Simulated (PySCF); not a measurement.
Trends in electronic spectra. Method: TDDFT CAM-B3LYP/def2-SVPD, vertical, gas phase, core orbitals frozen in the response in PySCF. Geometries: GFN2-xTB; one conformer of each isolated species. Triplets are in the Tamm–Dancoff approximation. Ions are computed without counter-ions or solvent.

Question: Rank by computed lowest triplet energy, highest first.
A. `FC(F)(F)CO` (C2H3F3O)
B. `c1csc(C(Cl)=O)c1[SiH3]` (C5H5ClOSSi)
C. `C=N` (CH3N)
D. `N#CC1=C[C@@H]2C=C(F)[C@H]12` (C7H4FN)
E. `COC(F)(F)F` (C2H3F3O)
F. `CCC1=CC=CC[CH+]1` ([C8H11]+)
G. `C[C+](C#CCC=C)C` ([C8H11]+)
H. `O=CC1=CP=CP=C1` (C5H4OP2)

Answer: E (9.03 eV), A (7.31 eV), C (4.15 eV), D (3.34 eV), B (3.08 eV), H (2.85 eV), G (2.54 eV), F (2.11 eV).

```
                     SMILES  T1 (eV)  S1 (eV)  HOMO (eV)  α (au)  gap (eV)  LUMO (eV)    S1 mainly
                 COC(F)(F)F     9.03     9.23     -11.28    33.5     12.45       1.17    H→L (92%)
                 OCC(F)(F)F     7.31     7.70     -10.53    33.8     11.46       0.94    H→L (89%)
                        C=N     4.15     5.02      -9.07    21.6      9.82       0.75    H→L (99%)
N#CC1=C[C@@H]2C=C(F)[C@H]12     3.34     4.99      -8.95    77.5      8.16      -0.80    H→L (92%)
       O=C(Cl)c1sccc1[SiH3]     3.08     4.67      -8.99   119.8      7.46      -1.53    H→L (83%)
                O=Cc1cpcpc1     2.85     3.69      -8.80   109.4      7.04      -1.76  H-2→L (77%)
            C=CCC#C[C+](C)C     2.54     2.83     -12.69    98.2      5.32      -7.37  H-1→L (66%)
           CCC1=CC=CC[CH+]1     2.11     3.83     -13.80    86.9      6.59      -7.21    H→L (98%)
```

H and L stand for HOMO and LUMO.

- `COC(F)(F)F`: Löwdin shares by element: HOMO oxygen 57%, carbon 16% or more, hydrogen 14% or more; LUMO carbon 46%, hydrogen 21% or more (atoms not listed hold the other 33%).
- `OCC(F)(F)F`: Löwdin shares by element: HOMO oxygen 64%, carbon 20%, hydrogen 7% or more; LUMO oxygen 26%, carbon 19% or more, hydrogen 17% or more, fluorine 11% or more (atoms not listed hold the other 28%).
- `C=N`: Löwdin shares by element: HOMO nitrogen 62%, carbon 18%, hydrogen 15% or more; LUMO carbon 41%, nitrogen 38%, hydrogen 17% or more.
- `N#CC1=C[C@@H]2C=C(F)[C@H]12`: Löwdin shares by element: HOMO carbon 73% or more (atoms not listed hold the other 27%); LUMO carbon 60% or more, nitrogen 14% (atoms not listed hold the other 26%).
- `O=C(Cl)c1sccc1[SiH3]`: Löwdin shares by element: HOMO carbon 75% or more (atoms not listed hold the other 25%); LUMO carbon 46% or more, oxygen 15% (atoms not listed hold the other 39%).
- `O=Cc1cpcpc1`: Löwdin shares by element: HOMO carbon 44% or more, phosphorus 36% (atoms not listed hold the other 20%); LUMO carbon 42% or more, phosphorus 14% or more (atoms not listed hold the other 44%).
- `C=CCC#C[C+](C)C`: Löwdin shares by element: HOMO carbon 84% or more (atoms not listed hold the other 16%); LUMO carbon 75% or more (atoms not listed hold the other 25%).
- `CCC1=CC=CC[CH+]1`: Löwdin shares by element: HOMO carbon 68% or more (atoms not listed hold the other 32%); LUMO carbon 70% or more (atoms not listed hold the other 30%).
